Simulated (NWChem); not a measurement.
# HF/6-311G(d,p) run of CH3BO (Borane carbonyl)

What is the vertical ionisation energy of CH3BO (Borane carbonyl) at HF/6-311G**? 

The results are computed with NWChem 7.3.0.

### 1 Starting point

The species is CH3BO (6 atoms), meant as a singlet with charge 0. As SMILES, `[BH3-]C#[O+]`. The shape is that of a PBE0-D4/def2-TZVP optimisation.

Bond lengths: B1–C2 1.512 Å, C2–O3 1.127 Å, B1–H4 1.209 Å, B1–H5 1.209 Å, B1–H6 1.209 Å. Angles: B1–C2–O3 179.9°, C2–B1–H4 104.6°, C2–B1–H5 104.5°, C2–B1–H6 104.5°, H4–B1–H5 113.9°, H4–B1–H6 113.9°, H5–B1–H6 113.9°.

### 2 The energy at HF/6-311G(d,p)

sp.nw reads:

```
start sp
title "CH3BO energy"
memory 2200 mb
geometry noautosym nocenter noautoz
   B     -0.275160     0.419730    -0.199910
   C      0.494180    -0.755680     0.359250
   O      1.068320    -1.631140     0.776320
   H     -1.437140     0.121710    -0.050320
   H      0.069540     0.485120    -1.356800
   H      0.080260     1.360240     0.471460
end
basis spherical bse
   * library 6-311G**
end
scf
   thresh 1e-08
   maxiter 80
   noprint "final vectors analysis"
end
task scf energy
```

Launch:

```console
$ nwchem sp.nw > sp.out
```

What it wrote:

```text
[...]
  functions       =    72
[...]
  wavefunction    = RHF
[...]
         Total SCF energy =   -139.174875109389
      One-electron energy =   -300.263905404726
      Two-electron energy =    104.258775692939
 Nuclear repulsion energy =     56.830254602398
        Time for solution =      5.0s
[...]
```

It took 5.7 s on 1 thread of Intel Xeon Platinum 8488C (Sapphire Rapids), shared host; peak memory 0.097 GiB.

### 3 The doublet cation at the same level

sp.nw reads:

```
start sp
memory stack 880 mb heap 220 mb global 1100 mb
charge 1
geometry units angstrom noautosym nocenter noautoz
B    -0.275160    0.419730   -0.199910
C     0.494180   -0.755680    0.359250
O     1.068320   -1.631140    0.776320
H    -1.437140    0.121710   -0.050320
H     0.069540    0.485120   -1.356800
H     0.080260    1.360240    0.471460
end
basis spherical bse
* library 6-311G**
end
scf
doublet
uhf
thresh 1e-08
maxiter 80
noprint "final vectors analysis"
end
task scf energy
```

Launch:

```console
$ nwchem sp.nw > sp.out
```

What it wrote:

```text
[...]
  functions       =    72
[...]
  wavefunction    = UHF
[...]
         Total SCF energy =   -138.754104075859
      One electron energy =   -294.243561510087
      Two electron energy =     98.659202831829
 Nuclear repulsion energy =     56.830254602398
                       Sz =      0.5000
                 Sz(Sz+1) =      0.7500
                      S^2 =      0.7780
[...]
```

It took 35 s on 1 thread of Intel Xeon Platinum 8488C (Sapphire Rapids), shared host; peak memory 0.097 GiB.

### 4 Outcome

Level: HF/6-311G**.

```
                                          quantity          value
                       singlet CH3BO: total energy  -139.17488 Eh
                      singlet CH3BO: dipole moment         1.75 D
                      doublet cation: total energy  -138.75410 Eh
                              doublet cation: ⟨S²⟩          0.778
vertical ionisation energy (to the doublet cation)      11.450 eV
```

**Reading.** Removing an electron at fixed nuclei costs 11.45 eV (264 kcal/mol). Mulliken charges (doublet cation) run from -0.10 on B1 to +0.45 on C2; they depend strongly on the basis.
